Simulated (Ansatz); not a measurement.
Two isomers of C4H6ClF: A = `C=CC(C)(F)Cl`, B = `CC/C=C(\F)Cl`.

Program: Ansatz. Geometries: PBE0-D4/def2-TZVP. ΔE: electronic, gas phase. CCSD(T)/CBS is the MP2 limit (def2-TZVPP, def2-QZVPP) plus CCSD(T) − MP2 in def2-TZVPP, frozen cores. DFT in def2-TZVPP. B3LYP here is the variant with VWN-RPA as its local correlation; programs differ in this. One conformer a species, not always the lowest.

(1) Which is lower in electronic energy at CCSD(T)/CBS, and by how much? (Best estimate.)

(2) Give E(B) − E(A) in kcal/mol with B2PLYP, CCSD(T)/def2-TZVPP, CCSD/def2-TZVPP, MP2/def2-TZVPP, ωB97M-V, B3LYP-D4, PBE-D4. (Estimate.)

Largest T1 diagnostic: 0.011.

Results:

(1) The calculation gave: A, by 5.4 kcal/mol.

(2) Ansatz gave: B2PLYP 3.8, CCSD(T)/def2-TZVPP 4.9, CCSD/def2-TZVPP 4.8, MP2/def2-TZVPP 4.6, ωB97M-V 4.6, B3LYP-D4 3.9, PBE-D4 1.8. None reverses the order clearly.

The D4 term adds +1.1 kcal/mol with B3LYP and +0.5 kcal/mol with PBE0; it sums over pairs of atoms, weighted by their polarisabilities, and B3LYP, whose exchange is more repulsive, gets the larger term. From PBE to PBE0 (25 % exact exchange), in def2-TZVPP and without D4, E(B) − E(A) moves by +0.7 kcal/mol.
